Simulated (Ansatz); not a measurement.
Worked example: the enthalpy of formation of H2CO (formaldehyde)

H2CO: 4 atoms, total charge 0, spin state singlet. SMILES: `C=O`. The shape is that of a PBE0-D4/def2-TZVP optimisation.

Total energies at r2SCAN/def2-TZVPP (Ansatz 0.2.0); the atoms run unrestricted:

| species | state | energy (Eh) |
| --- | --- | --- |
| H2CO | singlet | -114.486298 |
| C | triplet | -37.832920 |
| O | triplet | -75.058615 |
| H | doublet | -0.499927 |

Harmonic wavenumbers at PBE0-D4/def2-TZVP, in cm⁻¹: 1207, 1267, 1532, 1853, 2901, 2961.

Measured heats of formation of the gaseous atoms at 298.15 K, in kJ/mol: C 716.9, O 249.2, H 218.0. Spin-orbit lowering of the atoms at 298 K (mean of the ground term's levels less their thermal mean, from spectra), in kJ/mol: C 0.02, O 0.40. Take 1 Eh = 2625.50 kJ/mol, 1 cm⁻¹ = 0.0119627 kJ/mol, RT = 2.479 kJ/mol.

Question: Work out the heat of formation of the gas at 298 K.

Answer: 
1. Electronic atomisation energy: (-37.832920) + (-75.058615) + 2 × (-0.499927) − (-114.486298) = 0.594909 Eh = 1561.9 kJ/mol.
2. Zero-point energy: half the sum of the wavenumbers, 5860.5 cm⁻¹ = 70.1 kJ/mol.
3. Thermal vibrational enthalpy, Σ hcν̃/(exp(hcν̃/kT) − 1): 0.1 kJ/mol. Translation, rotation and pV of a non-linear molecule: 4 RT = 9.9 kJ/mol.
4. The 4 free atoms carry 5/2 RT each: 24.8 kJ/mol.
5. Spin-orbit coupling lowers the free atoms by 0.02 + 0.40 = 0.4 kJ/mol.
6. Atomisation enthalpy at 298 K: 1561.9 − 0.4 − 70.1 − 0.1 − 9.9 + 24.8 = 1506.2 kJ/mol.
7. Sum of the atoms' heats of formation: 1402.1 kJ/mol. Heat of formation: 1402.1 − 1506.2 = -104.1 kJ/mol.

No measured value is set beside it here. Anharmonicity and any spin-orbit splitting of the molecule are left out.
